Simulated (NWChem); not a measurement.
silicon monoxide (SiO, singlet); SMILES O=[Si]

Program: NWChem. Pople sets run with spherical d functions. Low-valent species are run as closed-shell singlets; no triplet was tried in these runs. Each level has its own optimisation; frequencies are unscaled.

```tsv
level	r O–Si (Å)	highest harmonic frequency (cm⁻¹)	zero-point energy (kcal/mol)	dipole (D)
Hartree-Fock/STO-3G	1.475	1488	2.1	1.82
Hartree-Fock/3-21G	1.536	1350	1.9	2.97
Hartree-Fock/6-31G*	1.488	1406	2.0	3.26
B3LYP/6-31G*	1.525	1246	1.8	2.64
LDA (Slater exchange, VWN5)/def2-SVP	1.532	1212	1.7	2.43
PBE/def2-SVP	1.545	1182	1.7	2.41
BLYP/def2-SVP	1.547	1173	1.7	2.44
PBE0/def2-SVP	1.523	1261	1.8	2.70
```
